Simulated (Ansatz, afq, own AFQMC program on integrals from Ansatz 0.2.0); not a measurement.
## Where AFQMC and coupled cluster stand for AlBH₂, singlet

```xyz
4

B     0.0000   -0.1884    1.1510
Al    0.0000    0.0960   -0.4803
H     0.0000    0.4150    2.1851
H     0.0000   -0.9638   -1.6725
```

Connectivity, by distances: BH–AlH.

Basis cc-pVDZ. Only valence electrons are correlated. Ansatz 0.2.0 and our own AFQMC program on the same integrals; the CISD trial comes from CCSD amplitudes, and released means the phaseless constraint is let go. ± is one standard error of the sampling.

Determinant: RHF, the one that the program's search chose, which needn't be the lowest solution. The geometry is a point of a scan.

No full CI on the walks' own integrals is used here; CCSDT(Q) serves as the reference and is uncertain by about the last step of the cluster series.

Cautions: higher spins were not checked; restricted determinant unstable towards unrestricted (UHF 797 meV lower, ⟨S²⟩ 1.04); CCSDT(Q) on the UHF determinant differs (390 meV lower), perhaps since the unrestricted series falls towards higher spin.

* T1 diagnostic: 0.0184
* weight of the determinant in the CISD state: 0.851
* size of the correlated space: 8 electrons in 36 orbitals

```csv
level,correlation energy (eV)
MP2,-3.6719
CCSD,-4.7072
CCSD(T),-4.8812
```

Estimate where AFQMC with the constraint released lies against CCSD(T) on the same integrals.

5.2 ± 1.9 kJ/mol below CCSD(T).

Reference: CCSDT(Q), correlation energy -4.940 eV. The released energy is read at 2.40 1/Eh (meV from the phaseless value at times in 1/Eh: -1 ± 13 at 0.24, 3 ± 14 at 0.51, -7 ± 11 at 0.99, -6 ± 14 at 1.62, -10 ± 20 at 2.40).

| level | E − E(reference) (kJ/mol) | share of correlation (%) |
| --- | --- | --- |
| CCSD(T) | 5.7 | 98.80 |
| CCSDT | 1.6 | 99.66 |
| ph-AFQMC/CISD | 1.5 ± 1.1 | 99.68 |
| released AFQMC | 0.5 ± 1.9 | 99.89 |

A walk keeps the symmetry of its determinant, which the program's search chose and which needn't be the lowest solution, so a lower state of the same spin and another symmetry isn't excluded. Released energies are given only where the last usable release times agree within the noise; a slower fall can still hide under it.
